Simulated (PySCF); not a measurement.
Consider `[O-]C#P` ([COP]-). Coordinates in Å; atoms count from 1 in this order:
```
O    -1.3319    0.1460   -0.0120
C    -0.1356    0.1065   -0.0075
P     1.4894    0.0528   -0.0012
```

These are calculated values, PBE0-D3(BJ)/ma-def2-TZVP in PySCF (grid level 2) at geometries from PBE0-D3(BJ)/ma-def2-SVP. The prefix ma- adds one diffuse s and one diffuse p function on all atoms but H. Zero-point and thermal terms (298.15 K, 1 bar) come from unscaled PBE0-D3(BJ)/ma-def2-SVP harmonic frequencies, with soft modes damped to free rotors in the entropy.

(1) What are the vertical and the adiabatic detachment energy for forming the radical?

(2) Where does the unpaired spin of the relaxed radical sit?

(3) How far is −ε(HOMO) from the vertical value by ΔSCF?

Results:

(1) 2.64 eV vertical and 2.56 eV adiabatic, the latter with zero-point energy.

(2) P3 (phosphorus) 0.79, O1 (anionic oxygen) 0.19 (intrinsic atomic orbital populations).

(3) −ε(HOMO) = 0.56 eV, which is 2.07 eV below the ΔSCF value.

Differences come from unrounded values, so a last digit can differ from that of the printed terms.
